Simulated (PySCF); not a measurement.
**doublet [BSiH5]+ at 3 levels**

We compute a comparison of 3 runs (UPBE/STO-3G, UCCSDT/STO-3G, FCI/STO-3G) of doublet [BSiH5]+. The job is set up through a Python script.

The results are computed with PySCF 2.14.0.

2 further runs of the same task are left out: 2 set aside as unsound or not needed.

## (1) The system as given

[BSiH5]+: 7 atoms, total charge +1, spin state doublet. As SMILES of the parent species, `B[SiH3]`. Geometry: relaxed at PBE0-D4/def2-TZVP. That shape belongs to the parent species and isn't relaxed for this state.

Bond lengths: B1–Si2 2.010 Å, B1–H3 1.196 Å, B1–H4 1.195 Å, Si2–H5 1.492 Å, Si2–H6 1.492 Å, Si2–H7 1.487 Å. Angles: B1–Si2–H5 108.8°, B1–Si2–H6 108.8°, B1–Si2–H7 115.1°, Si2–B1–H3 118.9°, Si2–B1–H4 123.6°, H5–Si2–H6 107.3°, H5–Si2–H7 108.3°, H6–Si2–H7 108.3°, H3–B1–H4 117.5°.

## (2) A single-point energy at UPBE/STO-3G (run 1)

Contents of run.py:

```python
from pyscf import gto, dft

mol = gto.M(
    atom=[
    ('B', (-0.043200, -1.189000, 0.204300)),
    ('Si', (0.089100, 0.785300, -0.148500)),
    ('H', (-1.126000, -1.690600, 0.290100)),
    ('H', (0.906400, -1.902500, 0.335400)),
    ('H', (-0.616000, 1.093400, -1.427200)),
    ('H', (-0.623600, 1.516700, 0.939600)),
    ('H', (1.474500, 1.318800, -0.239500)),
],
    charge=1,
    basis='sto-3g',
    verbose=3,
    max_memory=1860,
    spin=1,
)

ks = dft.UKS(mol)
ks.xc = 'pbe'
ks.conv_tol = 1e-10
ks.grids.level = 5
ks.kernel()
if not ks.converged:
    ks = ks.newton().run(ks.mo_coeff, ks.mo_occ)

e_final = ks.e_tot
print('E(%s) = %.9f' % ('PBE', e_final))
```

Command:

```bash
$ OMP_NUM_THREADS=1 python run.py
```

Standard output:

```text
converged SCF energy = -313.056973799959  <S^2> = 0.75041201  2S+1 = 2.000412
E(PBE) = -313.056973800
```

It took 5.7 s on 1 thread of Arm Neoverse V1, shared host; peak memory 0.21 GiB.

## (3) A single-point energy at UCCSDT/STO-3G (run 2)

Contents of calc.py:

```python
from pyscf import gto, cc

mol = gto.Mole()
mol.atom = [
    ('B', (-0.043200, -1.189000, 0.204300)),
    ('Si', (0.089100, 0.785300, -0.148500)),
    ('H', (-1.126000, -1.690600, 0.290100)),
    ('H', (0.906400, -1.902500, 0.335400)),
    ('H', (-0.616000, 1.093400, -1.427200)),
    ('H', (-0.623600, 1.516700, 0.939600)),
    ('H', (1.474500, 1.318800, -0.239500)),
]
mol.verbose = 3
mol.basis = 'sto-3g'
mol.max_memory = 1860
mol.charge = 1
mol.spin = 1
mol.build()

mf = mol.UHF()
mf.conv_tol = 1e-10
mf.kernel()
if not mf.converged:
    mf = mf.newton().run(mf.mo_coeff, mf.mo_occ)

mycc = cc.CCSDT(mf, frozen=6)
mycc.kernel()
e_final = mycc.e_tot
print('E = %.10f Eh' % e_final)
```

Command:

```bash
$ OMP_NUM_THREADS=1 python calc.py
```

Standard output:

```text
converged SCF energy = -312.516808704922  <S^2> = 0.75283023  2S+1 = 2.0028282
_make_eris_incore_UCCSDT

WARN: A large `blksize_v_aaa` is being used, which may cause large memory consumption
      for storing contraction intermediates. If memory is sufficient, consider using
      `pyscf.cc.uccsdt_highm.UCCSDT` instead.

WARN: A large `blksize_v_aab` is being used, which may cause large memory consumption
      for storing contraction intermediates. If memory is sufficient, consider using
      `pyscf.cc.uccsdt_highm.UCCSDT` instead.

UCCSDT converged
E(UCCSDT) = -312.6258539154042   E_corr = -0.1090452104819175
E_corr(same-spin) = -0.00424754403079606
E_corr(oppo-spin) = -0.104797666451121
E = -312.6258539154 Eh
```

It took 2.9 s on 1 thread of Arm Neoverse V1, shared host; peak memory 0.12 GiB.

## (4) The energy at FCI/STO-3G (run 3)

Contents of input.py:

```python
from pyscf import gto, scf, mcscf

mol = gto.M(
    atom='''
B       -0.043200      -1.189000       0.204300
Si       0.089100       0.785300      -0.148500
H       -1.126000      -1.690600       0.290100
H        0.906400      -1.902500       0.335400
H       -0.616000       1.093400      -1.427200
H       -0.623600       1.516700       0.939600
H        1.474500       1.318800      -0.239500
''',
    spin=1,
    verbose=3,
    max_memory=1860,
    basis='sto-3g',
    charge=1,
)

hf = scf.ROHF(mol)
hf.conv_tol = 1e-10
hf.kernel()
if not hf.converged:
    hf = hf.newton().run(hf.mo_coeff, hf.mo_occ)

cas = mcscf.CASCI(hf, hf.mo_coeff.shape[-1] - 6, (mol.nelec[0] - 6, mol.nelec[1] - 6))  # full CI above the frozen core
cas.fix_spin_(ss=0.75)
cas.kernel()
e_tot = cas.e_tot
print(f'total energy: {e_tot:.8f} hartree')
```

Command:

```bash
$ OMP_NUM_THREADS=1 python input.py
```

Standard output:

```text
converged SCF energy = -312.515987444769
CASCI E = -312.625893436441  E(CI) = -23.9291848863394  S^2 = 0.7500000
total energy: -312.62589344 hartree
```

It took 80 s on 1 thread of Arm Neoverse V1, shared host; peak memory 0.6 GiB.

## (5) The series

```csv
run,level,integration grid,frozen core orbitals,energy (Eh),HOMO energy (eV),LUMO energy (eV),⟨S²⟩,wall time
1,UPBE/STO-3G,5,–,-313.056974,-13.67,-13.40,0.750,5.7 s
2,UCCSDT/STO-3G,–,6,-312.625854,-17.89,-8.12,0.753,2.9 s
3,FCI/STO-3G,–,6,-312.625893,–,–,–,80 s
```

## (6) Outcome

```
                                          quantity          value
                               run 3: total energy  -312.62589 Eh
run 3: correlation energy (6 core orbitals frozen)     -109.9 mEh
```

Against full CI in this basis: UCCSDT +0.0 mEh. In runs 1, 2, 3 the basis is minimal, so the values are rough. All runs together took 89 s, the longest 80 s.
